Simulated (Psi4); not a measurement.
Psi4 input (wB97X-D/6-311+G**):

```
memory 1500 MB

molecule {
-1 1
C     0.81479888    1.92924708   -0.00777014
C     0.71633025    0.41681840   -0.00644526
C    -0.68396967   -0.26204958    0.00611309
C    -0.64024257   -1.79586882    0.00618996
H    -1.63532024   -2.25614759    0.01510746
H     0.29747525    2.33140678    0.88496235
H     0.28180331    2.33087096   -0.89147906
H    -0.09590746   -2.16573186    0.88202235
H    -0.11144236   -2.16626300   -0.87888645
H     1.24186665    0.00119532   -0.88684820
H     1.25731985    0.00172366    0.86479926
H    -1.24636938    0.09676764   -0.86431870
H    -1.23092689    0.09729561    0.88611510
symmetry c1
no_reorient
no_com
}

set {
  basis 6-311+G**
  reference rks
  scf_type df
  df_basis_scf def2-universal-jkfit
  dft_radial_points 99
  dft_spherical_points 590
  e_convergence 1e-8
  d_convergence 1e-7
  maxiter 150
}

e = energy('wb97x-d')
print_out(f'\nFINAL {e:.10f} DIPOLE {variable("CURRENT DIPOLE")[0]:.6f} {variable("CURRENT DIPOLE")[1]:.6f} {variable("CURRENT DIPOLE")[2]:.6f}\n')
```

From the last part of the output:

```
    One-Electron Energy =                -457.9780954333433556
    Two-Electron Energy =                 195.3369150469245596
    DFT Exchange-Correlation Energy =     -16.9997935948213978
    Empirical Dispersion Energy =          -0.0055806882935863
    VV10 Nonlocal Energy =                  0.0000000000000000
    Total Energy =                       -157.7680471533617492

Computation Completed

Properties will be evaluated at   0.000000,   0.000000,   0.000000 [a0]

Properties computed using the SCF density matrix

 Multipole Moments:

 ------------------------------------------------------------------------------------
     Multipole            Electronic (a.u.)      Nuclear  (a.u.)        Total (a.u.)
 ------------------------------------------------------------------------------------

 L = 1.  Multiply by 2.5417464519 to convert [e a0] to [Debye]
 Dipole X            :         -1.7814896            0.0000001           -1.7814895
 Dipole Y            :         -3.1699993           -0.0000000           -3.1699993
 Dipole Z            :          0.0166726            0.0000000            0.0166726
 Magnitude           :                                                    3.6363276

 ------------------------------------------------------------------------------------

FINAL -157.7680471534 DIPOLE -1.781489 -3.169999 0.016673

*** Psi4 exiting successfully. Buy a developer a beer!
```

The dipole moment of an ion depends on the origin.
